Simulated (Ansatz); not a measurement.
**CH₄B+ (SMILES B[CH2+]): functionals against CCSD(T) at one geometry**

The task here is to estimate one member of a computed series from the others.

Method: single points in def2-TZVPP; program: Ansatz 0.2.0, Gaussian basis.

Cores are frozen in the correlated methods.

## Where the work starts

6 atoms, charge 1, spin multiplicity 1.

Atoms are counted from 1 here; the program's logs count them from 0.

Bond lengths: B1–C2 1.488 Å, B1–H3 1.202 Å, B1–H4 1.156 Å, C2–H5 1.123 Å, C2–H6 0.992 Å. Angles: C2–B1–H3 122.2°, C2–B1–H4 129.1°, H3–B1–H4 107.1°, B1–C2–H5 121.9°, B1–C2–H6 126.7°, H5–C2–H6 111.2°.

Geometry (Å):

```xyz
6
CH4B
B    -0.00330   -0.71990   -0.08090
C     0.07430    0.75590    0.09630
H     0.16720   -1.24760   -1.14730
H    -0.45680   -1.51680    0.62370
H     1.01530    1.26410    0.43870
H    -0.62700    1.41810   -0.13590
```

The first run:

Contents of run/in.yaml:

```yaml
crystal:
  periodic: [false, false, false]
  atoms:
    - {symbol: B, position_ang: [-0.003300, -0.719900, -0.080900]}
    - {symbol: C, position_ang: [0.074300, 0.755900, 0.096300]}
    - {symbol: H, position_ang: [0.167200, -1.247600, -1.147300]}
    - {symbol: H, position_ang: [-0.456800, -1.516800, 0.623700]}
    - {symbol: H, position_ang: [1.015300, 1.264100, 0.438700]}
    - {symbol: H, position_ang: [-0.627000, 1.418100, -0.135900]}
basis:
  gaussian: {orbitals: def2-TZVPP}
total_charge: 1
correlation: {method: ccsd_t}
output: {forces: true}
```

The command line of these runs was not kept.

Steps of the session up to this table: CCSD(T)/def2-TZVPP; PBE0-D4/def2-TZVPP; wB97M-V/def2-TZVPP; r2SCAN-D4/def2-TZVPP; PBE-D4/def2-TZVPP; BHLYP-D4/def2-TZVPP; r2SCAN0-D4/def2-TZVPP.

One of the session's tables, all rows but one given; the rest of the session is left out.

```
    method  RMS force component (eV/Å)  angle to CCSD(T) forces (°)
   CCSD(T)                       1.701                    reference
   PBE0-D4                       1.779                          7.9
   wB97M-V                       1.713                          4.5
 r2SCAN-D4                       1.783                         10.2
    PBE-D4                       1.863                         13.7
  BHLYP-D4                       1.662                          5.3
r2SCAN0-D4                           ?                            ?
```

**Question.** Estimate the row for r2SCAN0-D4.

The run gave: RMS force component (eV/Å): 1.731; angle to CCSD(T) forces (°): 6.0. In the column «RMS force component (eV/Å)» it lies between wB97M-V (1.713) and PBE0-D4 (1.779).
